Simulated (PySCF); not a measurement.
Gas-phase reaction: 2 SiOCl2 ⇌ SiCl4 + Si + 2 O

Computed with PySCF and rigid-rotor harmonic-oscillator thermochemistry at 1 bar. † marks an energy on the PBE0/def2-TZVP geometry and frequencies; other levels use their own. CCSD(T) freezes the core. 6-31G* has spherical d functions here. Open shells (unrestricted): Si (multiplicity 3, electronic degeneracy 9), O (multiplicity 3, electronic degeneracy 9); the rest are closed-shell singlets. Spin-orbit splitting is ignored; it lowers the true energy and changes the entropy of Si, O. B3LYP is the form with VWN-RPA correlation. SiOCl2: computed as isolated molecules; such fragments, hydroxides, amides, oligomers or adducts are transient or little studied in the gas. CCSD(T) isn't extrapolated to the basis-set limit; its ΔH°(298 K) is 1017.0 kJ in def2-SVP and 1146.5 kJ in def2-TZVPP. The harmonic model lacks anharmonicity and excited electronic states, which grow with temperature; levels with a mode under 35 cm⁻¹ are left out.

| level | ΔE electronic, kJ | ΔH°(298 K), kJ | ΔS°(298 K), J/K | ΔG°(1600 K), kJ |
|---|---|---|---|---|
| B3LYP/6-31G* | 1133 | 1124 | 219 | 753 |
| CCSD(T)/def2-SVP† | 1027 | 1017 | 221 | 643 |
| HF/def2-TZVP† | 636 | 626 | 221 | 251 |
| PBE0/def2-SVP† | 1108 | 1098 | 221 | 724 |
| PBE0/def2-TZVP | 1175 | 1165 | 221 | 790 |
| ωB97X-V/def2-TZVP† | 1199 | 1189 | 221 | 814 |
ΔH° is lowest at HF/def2-TZVP† and highest at ωB97X-V/def2-TZVP†. No reference value is set beside these.
